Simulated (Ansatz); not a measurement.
Input for Ansatz (development build ahead of 0.2.0):

```yaml
crystal:
  periodic: [false, false, false]
  atoms:
    - { symbol: P, position_ang: [-0.07399, 0.01095, -1.00748] }
    - { symbol: P, position_ang: [-0.05593, -0.0378, 0.93048] }
basis:
  gaussian: { orbitals: "6-31G" }
hamiltonian:
  xc: hf
correlation:
  method: mp2
  frozen_orbitals: { P: 5 }
```

The input is written out in the form of the current development build from the run's settings.

The run gave:

```yaml
Converged: yes
Reference_energy: -681.35604 hartree
Correlation_energy: -0.14591 hartree
Total_energy: -681.50195 hartree
Spin_squared_of_the_determinant: 0.000
```
